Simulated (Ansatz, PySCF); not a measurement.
This PySCF input computes a CCSD(T)/cc-pVDZ energy:

```python
from pyscf import gto, scf, mp, cc as ccmod

mol = gto.M(
    atom='''
    N    -1.17990933   -0.14325443   -0.00489813
    N    -0.09167394    0.33877156    0.01039406
    O     1.11263537   -0.17107749   -0.00480894
    ''',
    basis='cc-pvdz',
    charge=-1,
    spin=1,
    verbose=4,
)

mf = scf.UHF(mol)
mf.conv_tol = 1e-10
mf.max_cycle = 100
mf.kernel()
mo, _, stable, _ = mf.stability(return_status=True)
if not stable:
    mf.kernel(mf.make_rdm1(mo, mf.mo_occ))
mp2 = mp.MP2(mf, frozen=3).run()
cc = ccmod.CCSD(mf, frozen=3)
cc.max_cycle = 100
cc.kernel()
et = cc.ccsd_t()
print(f'E(CCSD(T)) = {cc.e_tot + et:.9f}')
```

Task: Write an input for the same energy in Ansatz (a program for electronic structure) and say what it gives.

Result: 
Ansatz 0.2 input:
```yaml
crystal:
  periodic: [false, false, false]
  atoms:
    - {symbol: N, position_ang: [-1.17990933, -0.14325443, -0.00489813]}
    - {symbol: N, position_ang: [-0.09167394, 0.33877156, 0.01039406]}
    - {symbol: O, position_ang: [1.11263537, -0.17107749, -0.00480894]}
basis:
  gaussian:
    orbitals: cc-pVDZ
total_charge: -1
magnetization: {spin_polarized: true, initial_magnetization: 1}
correlation: {method: ccsd_t, electrons: outside_noble_gas}
```
It gives -184.17608 Eh, and PySCF -184.17609 Eh, a difference of 0.01 mEh.
